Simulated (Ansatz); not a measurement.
SiH4O2 (SMILES O[SiH2]O): the energy, rung by rung

SiH4O2: 7 atoms, total charge 0, spin state singlet. SMILES: `O[SiH2]O`. The shape was relaxed beforehand at wB97X-V/def2-SVP. This is one conformer, not always the lowest.

Each level gives the adiabatic ionisation energy (to the doublet cation, shapes relaxed at wB97X-V/def2-SVP, no zero-point term) (eV). The values are calculated.

```csv
level,kind,program,value (eV),CPU time (all runs)
HF/def2-TZVP,Hartree–Fock,Ansatz,10.20,2.3 s
SVWN5/def2-TZVP,LDA,Ansatz,10.22,1.5 s
PBE/def2-TZVP,GGA,Ansatz,10.26,3 s
PBE0-D4/def2-TZVP,global hybrid,Ansatz,10.53,3.9 s
CAM-B3LYP/def2-TZVP,range-separated hybrid,Ansatz,10.67,4.2 s
B2PLYP/def2-TZVP,double hybrid,Ansatz,10.62,6.5 s
RPA@PBE/def2-TZVP,RPA,Ansatz,10.87,6.7 s
MP2/def2-TZVP,perturbation theory,Ansatz,10.75,3.2 s
```

The values span 10.20 to 10.87 eV. CPU times are rough (shared hosts, several kinds of processor): they show what a rung costs within a factor of a few.
